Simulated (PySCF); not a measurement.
Stepwise substitution at one centre (Al F-Cl). Isolated molecules, 0 K electronic values unless said otherwise. Strings in code marks are SMILES.

The HOMO from two functionals at the same geometries (ωB97X-D3(BJ)/def2-TZVP), both in PySCF: PBE-D3(BJ)/def2-TZVP and ωB97X-D3(BJ)/def2-TZVP. 

```csv
species,PBE-D3(BJ)/def2-TZVP (eV)
0 of 3 F replaced by Cl (`[F][Al]([F])[F]`),-9.62
1 of 3 F replaced by Cl,-8.48
2 of 3 F replaced by Cl,-8.18
3 of 3 F replaced by Cl (`[Cl][Al]([Cl])[Cl]`),-7.95
```

### Question
What does ωB97X-D3(BJ)/def2-TZVP give for each?

### Answer

- 0 of 3 F replaced by Cl (`[F][Al]([F])[F]`): -14.35
- 1 of 3 F replaced by Cl: -12.50
- 2 of 3 F replaced by Cl: -12.14
- 3 of 3 F replaced by Cl (`[Cl][Al]([Cl])[Cl]`): -11.87
Over these rows, drawn at random from the members with no instability flagged (it was tested for open shells, ions and some series alone), PBE minus ωB97X-D3(BJ): mean +4.16 eV, from +3.92 eV to +4.74 eV.
